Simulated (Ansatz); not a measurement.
**CH₆BN (SMILES BCN): functionals against CCSD(T) at one geometry**

The task here is to estimate one member of a computed series from the others.

Method: single points in def2-TZVPP; program: Ansatz 0.2.0, Gaussian basis.

Cores are frozen in the correlated methods.

### Where the work starts

SMILES `BCN`, 9 atoms, charge 0, spin multiplicity 1.

Atoms are counted from 1 here; the program's logs count them from 0.

Bond lengths: B1–C2 1.575 Å, B1–H4 1.142 Å, B1–H5 1.188 Å, C2–N3 1.473 Å, C2–H6 1.096 Å, C2–H7 1.094 Å, N3–H8 0.975 Å, N3–H9 1.023 Å. Angles: C2–B1–H4 120.0°, C2–B1–H5 119.4°, H4–B1–H5 120.6°, B1–C2–N3 117.4°, B1–C2–H6 103.7°, B1–C2–H7 110.7°, N3–C2–H6 113.7°, N3–C2–H7 106.3°, H6–C2–H7 104.3°, C2–N3–H8 109.4°, C2–N3–H9 111.0°, H8–N3–H9 110.4°.

As a file:

```xyz
9

B     0.4035    1.2626   -0.1300
C     0.2714   -0.3016   -0.2522
N    -0.5712   -0.9908    0.7398
H     1.1664    1.8223   -0.7692
H    -0.3197    1.8535    0.6043
H    -0.0515   -0.4551   -1.2887
H     1.2555   -0.7776   -0.2017
H    -0.7100   -1.9146    0.4607
H    -1.4689   -0.5141    0.8513
```

Set-up of the first run:

run/in.yaml

```yaml
crystal:
  periodic: [false, false, false]
  atoms:
    - {symbol: B, position_ang: [0.403500, 1.262600, -0.130000]}
    - {symbol: C, position_ang: [0.271400, -0.301600, -0.252200]}
    - {symbol: N, position_ang: [-0.571200, -0.990800, 0.739800]}
    - {symbol: H, position_ang: [1.166400, 1.822300, -0.769200]}
    - {symbol: H, position_ang: [-0.319700, 1.853500, 0.604300]}
    - {symbol: H, position_ang: [-0.051500, -0.455100, -1.288700]}
    - {symbol: H, position_ang: [1.255500, -0.777600, -0.201700]}
    - {symbol: H, position_ang: [-0.710000, -1.914600, 0.460700]}
    - {symbol: H, position_ang: [-1.468900, -0.514100, 0.851300]}
basis:
  gaussian: {orbitals: def2-TZVPP}
correlation: {method: ccsd_t}
output: {forces: true}
```

No record of the launch command was kept for these runs.

Among the steps run: CCSD(T)/def2-TZVPP; PBE0-D4/def2-TZVPP; wB97M-V/def2-TZVPP; r2SCAN-D4/def2-TZVPP; PBE-D4/def2-TZVPP; CAM-B3LYP-D4/def2-TZVPP; r2SCANh-D4/def2-TZVPP.

One of the session's tables, all rows but one given; the rest of the session is left out.

```
      method  RMS force component (eV/Å)  angle to CCSD(T) forces (°)  dipole (D)
     CCSD(T)                       0.727                    reference        1.41
     PBE0-D4                       0.774                         10.4        1.45
     wB97M-V                       0.724                          6.8        1.45
   r2SCAN-D4                       0.757                          9.1        1.45
      PBE-D4                       0.828                         13.9        1.46
CAM-B3LYP-D4                           ?                            ?           ?
  r2SCANh-D4                       0.746                          9.2        1.45
```

Q: Estimate the row for CAM-B3LYP-D4 from the others.

**Answer.** RMS force component (eV/Å): 0.738; angle to CCSD(T) forces (°): 9.4; dipole (D): 1.46. In the column «RMS force component (eV/Å)» it lies between CCSD(T) (0.727) and r2SCANh-D4 (0.746).
